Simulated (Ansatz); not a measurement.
Relaxation of H₄NO (6 atoms, charge 0, multiplicity 2), to a largest force component of 0.03 eV/Å in at most 50 steps.

These are results of UKS B3LYP-D4/def2-SVPD (Ansatz), not measurements.

```xyz
6
Properties=species:S:1:pos:R:3:forces:R:3
H -0.853 0.017 -0.774 -0.01 0.07 0.07
O 0.583 -1.330 0.361 -0.06 0.03 -0.01
N -0.665 0.750 -0.095 0.00 -0.14 -0.04
H 1.415 -1.047 -0.056 0.04 0.01 0.00
H 0.205 1.232 -0.287 0.03 0.04 -0.02
H -0.684 0.378 0.850 -0.01 0.00 -0.01
```

Q: Where does it end, and by what steps?

A: It converged. After 5 steps the energy has fallen by 0.003 eV; O2 moved furthest, 0.10 Å.

```
step  energy less start (eV)  largest force component (eV/Å)  accepted
   0                  0.0000                           0.139       yes
   1                  0.0002                           0.424        no
   2                 -0.0018                           0.096       yes
   3                 -0.0013                           0.226        no
   4                 -0.0028                           0.047       yes
   5                 -0.0032                           0.003       yes
```

```xyz
6
Properties=species:S:1:pos:R:3
H -0.875 0.010 -0.755
O 0.550 -1.348 0.271
N -0.656 0.742 -0.088
H 1.435 -1.022 0.028
H 0.199 1.234 -0.319
H -0.652 0.384 0.862
```

Run time: 14 s on 2 threads of Arm Neoverse N1, with other jobs on the host, peak memory 0.13 GiB.
